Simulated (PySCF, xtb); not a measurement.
Homolysis of single bonds, series SiH2(OH)-X. Gas-phase values, no solvent. One relaxed conformer stands for each flexible species; it need not be the lowest. Strings in code marks are SMILES.

Quantity: homolytic bond dissociation enthalpy at 298 K (no spin–orbit term), in eV. Thermal and zero-point terms are GFN2-xTB rigid-rotor harmonic values (xtb).

A: C–Si bond of `N#C[SiH2]O`, giving `O[SiH2]` and `[C]#N`
B: C–Si bond of `C[SiH2]O` (C–Si–O–H torsion 70°), giving `O[SiH2]` and `[CH3]`
C: Si–I bond of `O[SiH2]I` (H–O–Si–I torsion 56°), giving `O[SiH2]` and `[I]`

### Question
Put the candidates in order of homolytic bond dissociation enthalpy at 298 K (no spin–orbit term), lowest first, for PBE-D3(BJ)/def2-TZVP // PBE0-D4/def2-TZVP (PySCF).

### Answer
C (3.71 eV), B (3.91 eV), A (5.30 eV)
